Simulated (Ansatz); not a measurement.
Mulliken charges of C$_{2}$H$_{5}$NO$_{2}$ (`NC=C(O)O`) from r2SCAN/def2-TZVPP in Ansatz (PBE0-D4/def2-TZVP geometry).

```csv
atom,x (Å),y (Å),z (Å),charge (e)
N1,-1.359,-0.520,-0.170,-0.425
C2,0.061,-0.509,-0.301,-0.191
C3,0.696,0.537,0.253,0.385
O4,0.049,1.509,0.887,-0.310
O5,2.014,0.762,0.257,-0.301
H6,-1.839,-0.492,-1.060,0.165
H7,-1.703,-1.320,0.347,0.165
H8,0.606,-1.294,-0.816,0.063
H9,-0.887,1.235,0.816,0.229
H10,2.446,0.040,-0.210,0.219
```

Question: By hand: the dipole of these point charges (1 e Å = 4.8032 D).

Answer: Σ q r = (-0.001, -0.261, -0.153) e Å, of length 0.303 e Å = 1.46 D.

Question: How does the dipole of the full density compare? (Estimate.)

Answer: Computed: (-0.167, -0.524, -0.292) e Å, 2.99 D; the point charges give 0.49 times that, at 15° from its direction.

Point charges leave out the atoms' own dipoles, such as those of lone pairs, and Mulliken's split depends on the basis, so the two needn't agree.
